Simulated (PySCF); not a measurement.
Species: C4H5FO.
SMILES with atom numbers: `[O:1]=[C:2]([F:3])[CH:4]1[CH2:5][CH2:6]1` (hydrogens: H7 on C4; H8, H9 on C5; H10, H11 on C6)

Computed by this run: PBE0-D3(BJ)/def2-SVP geometry optimisation, gas phase in PySCF 2.14.0; density fitting, grid level 1; the optimiser is geomeTRIC in internal coordinates, started from a GFN2-xTB structure with every atom displaced at random (about 0.01 Å).

At the end of the run (lengths in Å): C2–C4 1.474, C5–H9 1.093, C4–C5 1.514, C5–H8 1.092, C6–H11 1.093, C4–C6 1.513, C2–F3 1.340, O1–C2–C4 127.7°, O1–C2–F3 120.7°, F3–C2–C4 111.6°, C2–C4–C5 116.7°, O1–C2–C4–C5 34°, C2–C4–C5–C6 -106°, C2–C4–C6–C5 106°, H7–C4–C2–O1 -179°.

Question: These geometries were met on the way; a selection of coordinates is given. Order them by energy above the end point, lowest first.
A. C2–C4 1.472, C5–H9 1.087, C4–C5 1.523, C5–H8 1.089, C6–H11 1.090, C4–C6 1.510, C2–F3 1.340, O1–C2–C4 127.2°, O1–C2–F3 123.1°, F3–C2–C4 109.7°, C2–C4–C5 116.8°, O1–C2–C4–C5 43°, C2–C4–C5–C6 -107°, C2–C4–C6–C5 106°, H7–C4–C2–O1 -175°
B. C2–C4 1.425, C5–H9 1.052, C4–C5 1.548, C5–H8 1.064, C6–H11 1.065, C4–C6 1.539, C2–F3 1.358, O1–C2–C4 131.9°, O1–C2–F3 118.1°, F3–C2–C4 109.9°, C2–C4–C5 117.3°, O1–C2–C4–C5 32°, C2–C4–C5–C6 -107°, C2–C4–C6–C5 106°, H7–C4–C2–O1 179°
C. C2–C4 1.472, C5–H9 1.091, C4–C5 1.517, C5–H8 1.090, C6–H11 1.091, C4–C6 1.510, C2–F3 1.343, O1–C2–C4 128.0°, O1–C2–F3 120.9°, F3–C2–C4 111.1°, C2–C4–C5 115.5°, O1–C2–C4–C5 42°, C2–C4–C5–C6 -108°, C2–C4–C6–C5 105°, H7–C4–C2–O1 -174°

Answer: C (0.009 eV), A (0.039 eV), B (0.152 eV).

```csv
step,E above end (eV),"rms distance from the end, all atoms (Å)",largest force (eV/Å),rms shift of all bonds from the end (Å)
4,0.009,0.050,0.323,0.002
3,0.039,0.057,0.681,0.004
0,0.152,0.036,2.649,0.027
```

Rows stand in the order of the answer.
